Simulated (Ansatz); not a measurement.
# How far each method lies from UCCSDTQ for HSeN⁺, doublet

Geometry: that of the HSeN, singlet, kept fixed.

```
atom   x (Å)    y (Å)    z (Å)
   N  0.0000   0.0874   1.4042
  Se  0.0000  -0.0334  -0.2390
   H  0.0000   1.4041  -0.7920
```

Basis cc-pVDZ; Ansatz 0.2.0. Correlated methods freeze the noble-gas cores and the filled d shells of p-block atoms, which leaves 11 electrons in 31 orbitals. R marks a restricted (for open shells ROHF) determinant, U an unrestricted one. Active spaces: valence = (11e, 9o) chosen from the atoms' valence shells. No spin–orbit coupling is included, and no scalar relativity.

Full CI isn't at hand for all of this; UCCSDTQ serves as the reference, and is uncertain by about the last step of the cluster series. The frozen core follows each run's orbitals, which can shift R against U totals by a few meV for light atoms and by up to 0.1 eV past Ca.

Unrestricted rows (U) aren't spin-pure: their determinants' ⟨S²⟩ exceeds S(S+1) by up to 0.64, so they mix in states of higher spin.

```
UHF ⟨S²⟩                          : 1.393
T1 diagnostic (RCCSD)             : 0.0437
largest doubles amplitude (RCCSD) : 0.182
T1 diagnostic (UCCSD)             : 0.0786
```

**Question.** From what is known of these methods and the diagnostics, rank them by the size of their error in total energy against UCCSDTQ in cc-pVDZ, smallest first (an estimate: the text doesn't fix the numbers).
A. UHF
B. UMP2
C. UCCSDT(Q)
D. UCCSD(T)
E. UCCSDT

**Answer.** C (8 meV), E (36 meV), D (120 meV), B (1830 meV), A (7417 meV).

All errors are against UCCSDTQ in cc-pVDZ. Below it: UCCSDT(Q). Within each family the higher level lies nearer, as is usual though not guaranteed.

Natural occupations of CASSCF (valence space) about the gap: 1.988 1.959 1.956 1.869 1.006 0.139 0.046 0.042; effectively unpaired electrons, Σ n²(2−n)², 1.16.
